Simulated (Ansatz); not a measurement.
A calculation with Ansatz (development build ahead of 0.2.0).

```yaml
crystal:
  periodic: [false, false, false]
  atoms:
    - { symbol: C, position_ang: [0.0, 0.0, -1.02717] }
    - { symbol: S, position_ang: [0.0, 0.0, 0.38519] }
basis:
  gaussian: { orbitals: cc-pVDZ }
hamiltonian:
  xc: hf
correlation:
  method: mp2
  frozen_orbitals: { C: 1, S: 5 }
```

The input is written out in the form of the current development build from the run's settings.

Output:

| Property | Result |
| --- | --- |
| Converged | yes |
| Reference energy | -435.31066 hartree |
| Correlation energy | -0.23455 hartree |
| Total energy | -435.54522 hartree |
| Spin squared of the determinant | 0.000 |

Caution: no unrestricted run beside it, a lower state can exist.
